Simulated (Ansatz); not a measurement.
**BH3O (triplet): the correlation ladder, cc-pVDZ**

How much of the correlation energy of BH3O (triplet) does each wave-function method recover here?

Computed with Ansatz 0.2.0, Gaussian basis. Level: cc-pVDZ, correlated electrons: outside noble gas.

To be run: UHF; CCSD(T) on ROHF; CCSD(T) on UHF; BCCD(T) on ROHF; CISD; CCSDT(Q) on ROHF; CCSDT(Q) on UHF.

**1. The system**

The geometry is a PBE0/def2-TZVP stationary point (not a proven minimum) of the parent state, kept for this charge and spin.

5 atoms, charge 0, spin multiplicity 3.

Atoms are counted from 1 here; the program's logs count them from 0.

Bond lengths: B1–O2 1.348 Å, B1–H3 1.202 Å, B1–H4 1.196 Å, O2–H5 0.961 Å. Angles: O2–B1–H3 120.6°, O2–B1–H4 116.8°, H3–B1–H4 122.6°, B1–O2–H5 113.5°.

In the tables R marks a restricted open-shell determinant and U an unrestricted one; correlation energies count from the lowest restricted Hartree-Fock solution.

**2. UHF**

Contents of in.yaml:

```yaml
crystal:
  periodic: [false, false, false]
  atoms:
    - {symbol: B, position_ang: [0.000000, 0.059110, 0.740549]}
    - {symbol: O, position_ang: [0.000000, -0.099827, -0.597826]}
    - {symbol: H, position_ang: [0.000000, 1.158248, 1.226704]}
    - {symbol: H, position_ang: [0.000000, -0.937399, 1.402080]}
    - {symbol: H, position_ang: [0.000000, 0.729726, -1.082284]}
basis:
  gaussian: {orbitals: cc-pVDZ}
magnetization: {spin_polarized: true, initial_magnetization: 2}
hamiltonian: {xc: hf}
output: {orbitals: {seedname: orbitals}}
```

On the command line:

```
ansatz run in.yaml --threads 1 --pin off --events-out ev --progress --plain --max-ram 2393MiB
```

Further steps of the session: CCSD(T) on ROHF; CCSD(T) on UHF; BCCD(T) on ROHF; CISD; CCSDT(Q) on ROHF; CCSDT(Q) on UHF.

Q: Predict the results of all the runs planned. Wanted: correlation energy, UCCSDT(Q); RMP2 from UCCSDT(Q); UMP2 from UCCSDT(Q); RCCSD from UCCSDT(Q); RCCSD(T) from UCCSDT(Q); UCCSD(T) from UCCSDT(Q); RCCSDT(Q) from UCCSDT(Q); T1 diagnostic.

As calculated:

| quantity | value |
| --- | --- |
| correlation energy, UCCSDT(Q) | -8.6209 eV |
| RMP2 from UCCSDT(Q) | +19.57 kcal/mol |
| UMP2 from UCCSDT(Q) | +20.04 kcal/mol |
| RCCSD from UCCSDT(Q) | +6.13 kcal/mol |
| RCCSD(T) from UCCSDT(Q) | +0.96 kcal/mol |
| UCCSD(T) from UCCSDT(Q) | +0.97 kcal/mol |
| RCCSDT(Q) from UCCSDT(Q) | +0.10 kcal/mol |
| levels of the table within 1 kcal/mol (43 meV) | RCCSD(T), UCCSD(T), BCCD(T), RCCSDT, UCCSDT, RCCSDT(Q) |
| T1 diagnostic | 0.035 |

What this shows: RCCSD(T) misses by +0.96 kcal/mol, 0.5 % of the correlation energy. These misses are within one basis, not against nature; the frozen cores of restricted and unrestricted runs differ, which can shift their rows.
